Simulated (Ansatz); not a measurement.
Mulliken charges of `CCC#CF` from PBE/def2-TZVPP in Ansatz (PBE0-D4/def2-TZVP geometry).

```csv
atom,x (Å),y (Å),z (Å),charge (e)
C1,-0.578,-1.005,0.673,-0.232
C2,0.550,0.003,0.478,-0.128
C3,0.365,0.843,-0.698,-0.271
C4,0.188,1.519,-1.667,0.298
F5,0.008,2.245,-2.702,-0.105
H6,-1.536,-0.496,0.791,0.088
H7,-0.656,-1.671,-0.188,0.088
H8,-0.398,-1.611,1.562,0.080
H9,0.633,0.644,1.362,0.090
H10,1.507,-0.522,0.391,0.090
```

Question: By hand: the dipole of these point charges (1 e Å = 4.8032 D).

Answer: Σ q r = (-0.012, -0.087, 0.095) e Å, of length 0.129 e Å = 0.62 D.

Question: How does the dipole of the full density compare? (Estimate.)

Answer: The calculation gave: (0.019, -0.149, 0.195) e Å, 1.18 D; the point charges give 0.53 times that, at 11° from its direction.

Point charges leave out the atoms' own dipoles, such as those of lone pairs, and Mulliken's split depends on the basis, so the two needn't agree.
